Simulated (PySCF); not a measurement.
Molecular orbitals of Cl2

M06-L at R = 2.013 Å; basis Cl 6-31G(d,p); no relativity; PySCF 2.14. State: ¹Σg⁺ (singlet), closed shell. Only the outer orbitals are listed.

| orbital | occ. | ε (eV) | main shells (%) |
| --- | --- | --- | --- |
| σg | 2 | -24.69 | 91 s, 8 p |
| σu | 2 | -20.18 | 98 s |
| σg | 2 | -12.47 | 90 p, 9 s |
| πu | 2 | -10.33 | 99 p |
| πu | 2 | -10.33 | 99 p |
| πg | 2 | -7.69 | 100 p |
| πg | 2 | -7.69 | 100 p |
| σu | 0 | -4.40 | 99 p |
| σg | 0 | 9.04 | 97 s |
| σu | 0 | 10.52 | 74 p, 26 s |

Q: Which are the highest filled and the lowest empty level, where do they sit, and how wide is the gap?

A: Highest filled πg at -7.69 eV (in %: 100 p); lowest empty σu at -4.40 eV (in %: 99 p); the gap at M06-L is 3.29 eV.

```
bond order (Mayer) : 0.92
⟨S²⟩               : 0.000
```
